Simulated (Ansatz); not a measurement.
# Al2H2 (triplet): wave-function methods side by side at distance Al1–Al2 = 5.089 Å, 6-31G

Aim: climb from Hartree-Fock through coupled cluster and multireference methods for Al2H2 (triplet) at one geometry and basis, and see what each rung misses.

The runs use Ansatz 0.2.0, Gaussian basis; 6-31G, core rule «outside noble gas», up to 10 orbitals frozen.

To be run: UHF; CCSD(T) on ROHF; CCSD(T) on UHF; BCCD(T) on ROHF; CISD; CCSDT(Q) on ROHF; CCSDT(Q) on UHF; CISDTQ; CASSCF and MRCISD+Q, 4 electrons in 4 orbitals; CASSCF and NEVPT2, 4 electrons in 4 orbitals; CASSCF and MRCISD+Q, 8 electrons in 10 orbitals; CASSCF and NEVPT2, 8 electrons in 10 orbitals; Full CI.

20 further runs of the same task are left out: 16 that didn't finish, 4 set aside as unsound or not needed.

### 1 The geometry

The geometry derives from a PBE0/def2-TZVP stationary point (not a proven minimum). One bond is set to the value named and the two fragments are kept rigid.

4 atoms, charge 0, spin multiplicity 3.

Atoms are counted from 1 here; the program's logs count them from 0.

Bond lengths: Al1–H3 1.575 Å, Al2–H4 1.575 Å.

### 2 UHF

in.yaml reads:

```yaml
crystal:
  periodic: [false, false, false]
  atoms:
    - {symbol: Al, position_ang: [0.000000, 0.000000, 2.544500]}
    - {symbol: Al, position_ang: [0.000000, 0.000000, -2.544500]}
    - {symbol: H, position_ang: [0.000000, 0.000000, 4.119043]}
    - {symbol: H, position_ang: [0.000000, 0.000000, -4.119043]}
basis:
  gaussian: {orbitals: 6-31G}
magnetization: {spin_polarized: true, initial_magnetization: 2}
hamiltonian: {xc: hf}
output: {orbitals: {seedname: orbitals}}
```

On the command line:

```console
ansatz run in.yaml --threads 1 --pin off --events-out ev --progress --plain --max-ram 2393MiB
```

Further steps of the session: CCSD(T) on ROHF; CCSD(T) on UHF; BCCD(T) on ROHF; CISD; CCSDT(Q) on ROHF; CCSDT(Q) on UHF; CISDTQ; CASSCF and MRCISD+Q, 4 electrons in 4 orbitals; CASSCF and NEVPT2, 4 electrons in 4 orbitals; CASSCF and MRCISD+Q, 8 electrons in 10 orbitals; CASSCF and NEVPT2, 8 electrons in 10 orbitals; Full CI.

Q: Predict the results of all the runs planned. Wanted: FCI from the RHF energy; RMP2 from FCI; UMP2 from FCI; RCCSD from FCI; RCCSD(T) from FCI; UCCSD(T) from FCI; RCCSDT(Q) from FCI; UCCSDT(Q) from FCI; T1 diagnostic.

**Answer**, as computed:

| quantity | value |
| --- | --- |
| FCI from the ROHF energy | -2.0402 eV |
| RMP2 from FCI | +774.8 meV |
| UMP2 from FCI | +784.1 meV |
| RCCSD from FCI | +41.0 meV |
| RCCSD(T) from FCI | +23.3 meV |
| UCCSD(T) from FCI | +22.7 meV |
| RCCSDT(Q) from FCI | +8.0 meV |
| UCCSDT(Q) from FCI | +7.8 meV |
| levels within 1 kcal/mol (43 meV) | RCCSD, UCCSD, RCCSD(T), UCCSD(T), BCCD(T), RCCSDT, UCCSDT, CISDTQ, RCCSDT(Q), UCCSDT(Q) |
| T1 diagnostic | 0.021 |
| effectively unpaired electrons | 2.46 |

**Reading.** RCCSD(T) lands +23.3 meV from the yardstick (1.1 % of the correlation energy). The occupations show some static correlation. These misses are within one basis, not against nature; the frozen cores of restricted and unrestricted runs differ, which can shift their rows.

Levels on UHF freeze UHF's core orbitals, full CI those of ROHF, so the U rows can settle a little off it for that reason alone.

With open shells the CI space here admits some triples and quadruples, so it is larger than plain CISD.
